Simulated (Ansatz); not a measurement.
`[AlH2][CH2][SiH3]` + `NN` → `NN[SiH3]` + `[CH3][AlH2]`  (ligand exchange at the Si–C bond)

Calculated with Ansatz (gas phase, PBE0-D4/def2-TZVP geometries, no zero-point term in ΔE). CBS: MP2 limit from def2 TZ/QZ plus the TZ coupled-cluster correction, frozen cores. This one scheme is used for every species. DFT in def2-TZVPP. HSE06 is defined as in plane-wave codes. One conformer a species, not always the lowest.

`[AlH2][CH2][SiH3]`:

```xyz
10

Al    1.212    1.163   -0.633
C     0.547   -0.570   -0.042
Si   -1.237   -0.546    0.504
H     1.077    1.583   -2.158
H     1.873    2.156    0.414
H     0.636   -1.297   -0.857
H     1.148   -0.927    0.802
H    -2.114   -0.090   -0.612
H    -1.421    0.409    1.633
H    -1.721   -1.881    0.950
```

`NN`:

Cartesian coordinates in Å:
```
N -0.550 -0.071 -0.492
N 0.232 -0.162 0.685
H -0.211 0.637 -1.134
H -0.519 -0.966 -0.961
H 1.202 0.089 0.531
H -0.155 0.473 1.370
```

`NN[SiH3]`:

Z-matrix (Å, degrees):
```
Si
N 1 1.714
H 1 1.494 2 112.3
H 1 1.491 2 110.9 3 -118.9
H 1 1.486 2 107.1 3 120.7
N 2 1.407 1 123.5 3 57.5
H 2 1.005 1 123.5 3 -110.3
H 6 1.013 2 110.1 1 66.7
H 6 1.014 2 110.8 1 -53.4
```

`[CH3][AlH2]`:

Z-matrix (Å, degrees):
```
C
Al 1 1.950
H 1 1.093 2 112.5
H 1 1.093 2 112.6 3 123.1
H 1 1.097 2 109.5 3 -118.4
H 2 1.590 1 120.6 3 29.8
H 2 1.590 1 120.6 3 -151.5
```

Problem. Is it downhill or uphill in electronic energy at CCSD(T)/CBS, and by how much? (Estimate.)

Solution. The calculation gave: Downhill: ΔE = -6.6 kcal/mol.

Problem. What do these levels give: PBE0-D4, r2SCANh-D4, HSE06-D4, BHLYP-D4, B2PLYP, PBE, PBE0, BHLYP, CCSD(T)/def2-TZVPP, HF/def2-QZVPP, MP2/def2-QZVPP, HF/CBS(def2)? (Estimate.)

Solution. The calculation gave: PBE0-D4 -6.1, r2SCANh-D4 -7.0, HSE06-D4 -6.1, BHLYP-D4 -8.1, B2PLYP -8.0, PBE -6.5, PBE0 -6.4, BHLYP -8.7, CCSD(T)/def2-TZVPP -6.5, HF/def2-QZVPP -8.9, MP2/def2-QZVPP -7.0, HF/CBS(def2) -9.0 kcal/mol.

Largest T1 diagnostic among the species: 0.010.

In def2-TZVPP, CCSD(T) changes the Hartree–Fock value by +2.3 kcal/mol (the triples alone add +0.3 kcal/mol) and MP2 by +1.9 kcal/mol. Leaving LDA and LC-ωPBE aside and taking each functional with its dispersion term where it has one, the values, not all of them listed here, spread over 2.6 kcal/mol, from CAM-B3LYP-D4 to HSE06-D4. LDA lies −1.1 kcal/mol from PBE without D4.
